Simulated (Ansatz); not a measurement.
`N/C(F)=N/CF` + H₂ → `F/C=N\CF` + NH₃ at 400 K and 1 bar (hydrogenolysis of a C–N bond).

Isolated molecules relaxed with PBE0-D4/def2-TZVP in Ansatz; ΔE leaves out vibrations. CCSD(T)/CBS is the MP2 limit (def2-TZVPP, def2-QZVPP) plus CCSD(T) − MP2 in def2-TZVPP, frozen cores. This one scheme is used for every species. Double bonds are as drawn, so ΔE can hold a change between cis and trans. Each species was taken in one conformer, which may not be the lowest.

| species | CCSD(T)/CBS energy (Eh) | H − E (kJ/mol) | S (J/(mol·K)) |
| --- | --- | --- | --- |
| `N/C(F)=N/CF` | -387.48005 | 218.6 | 370.3 |
| H₂ | -1.17544 | 38.0 | 139.0 |
| `F/C=N\CF` | -332.15645 | 167.2 | 326.4 |
| NH₃ | -56.50880 | 104.2 | 203.1 |

H − E and S are ideal-gas, rigid-rotor, harmonic terms from PBE0-D4/def2-TZVP, for one conformer and one mirror image of each species. For small species the MP2-based limit differs from directly extrapolated CCSD(T) by up to some mEh (0.8 for H₂); such offsets cancel only in part. 1 Eh = 2625.50 kJ/mol, R = 8.31446 J/(mol·K).

By hand: ΔE, ΔH, ΔS and ΔG.

ΔE = (-332.15645) + (-56.50880) − (-387.48005) − (-1.17544) = -0.00976 Eh = -25.6 kJ/mol. Δ(H − E) = 167.2 + 104.2 − 218.6 − 38.0 = 14.8, so ΔH = -10.8 kJ/mol. ΔS = 326.4 + 203.1 − 370.3 − 139.0 = 20.2 J/(mol·K). ΔG = -10.8 − 400 × (20.2)/1000 = -18.9 kJ/mol.

By hand: the equilibrium constant, and the temperature at which ΔG would vanish if ΔH and ΔS stayed fixed.

log₁₀ K = −ΔG/(RT ln 10) = 2.5. ΔH and −TΔS have one sign here, so there is no such temperature.

TΔS isn't small against ΔH here. A doubt of 5 kJ/mol in ΔE shifts log₁₀ K by 0.7 here. Other conformers and mirror images would add mixing entropy, several J/(mol·K) or more a flexible species. Modes under 60 cm⁻¹, often nearly free rotors, make the harmonic entropy too high. These are equilibria of isolated gas molecules and say nothing of rates. Largest T1 diagnostic: 0.013 (customary marks: 0.02 for closed shells, 0.045 for open ones).
